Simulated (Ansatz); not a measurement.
in.yaml

```yaml
crystal:
  periodic: [false, false, false]
  atoms:
    - {symbol: N, position_ang: [0.000000, -0.466520, -0.115688]}
    - {symbol: S, position_ang: [0.000000, 0.062007, -1.308871]}
    - {symbol: S, position_ang: [0.000000, 0.188492, 1.363043]}
    - {symbol: H, position_ang: [0.000000, -1.486046, -0.115688]}
basis:
  gaussian: {orbitals: cc-pVDZ}
magnetization: {spin_polarized: false}
correlation: {method: bccd_t, electrons: outside_noble_gas}
```

```sh
$ ansatz run in.yaml --threads 1 --pin off --events-out ev --progress --plain --max-ram 2393MiB
```

The program prints:

```
565 factors; integrals over basis functions are off by at most 1.3e-3 eV
mean field evaluation 1: about -23125.1306 eV, gradient 1.9e1 eV
mean field evaluation 2: about -23125.1417 eV, gradient 1.9e1 eV
mean field evaluation 4: about -23126.3769 eV, gradient 2.8e0 eV
mean field evaluation 8: about -23126.4137 eV, gradient 2.1e-1 eV
mean field evaluation 16: about -23126.0205 eV, gradient 1.2e1 eV
mean field -23126.41414704 eV, -849.8800442572 hartree, gradient 6.8e-6 eV, S^2 0.000000; 0 other end points of the search recorded, 0 dependent functions left out; unrestricted orbitals would lower it
11 core orbitals not correlated: weight in the atoms' cores, before any rotation towards them, 1.000 or more for the frozen orbitals, at most 0.000 for the correlated occupied ones
reference -23126.41414704 eV, -849.8800442572 hartree; 9, 9 occupied and 35, 35 virtual orbitals, 565 factors
second order -11.46412993 eV of doubles, -0.00000000 eV of singles
cycle   1  -11.71254510 eV  change   -2.5e-1 eV  update   1.1e-1
cycle   2  -12.03652025 eV  change   -3.2e-1 eV  update   4.2e-2
cycle   3  -12.16852594 eV  change   -1.3e-1 eV  update   3.5e-2
cycle   4  -12.16148464 eV  change    7.0e-3 eV  update   1.6e-2
cycle   5  -12.14310151 eV  change    1.8e-2 eV  update   8.9e-3
cycle   6  -12.14215182 eV  change    9.5e-4 eV  update   2.5e-3
cycle   7  -12.14072452 eV  change    1.4e-3 eV  update   6.9e-4
cycle   8  -12.14078497 eV  change   -6.0e-5 eV  update   2.4e-4
cycle   9  -12.14077284 eV  change    1.2e-5 eV  update   8.3e-5
cycle  10  -12.14071222 eV  change    6.1e-5 eV  update   2.8e-5
cycle  11  -12.14073112 eV  change   -1.9e-5 eV  update   1.2e-5
cycle  12  -12.14073928 eV  change   -8.2e-6 eV  update   4.6e-6
perturbative correction -0.50982628 eV, -0.0187357702 hartree
Total energy: -23139.06471259 eV, -850.3449439665 hartree
```

Ran on 1 thread of Arm Neoverse V2, shared host: 1.2 s wall, 0.13 GiB peak host memory.
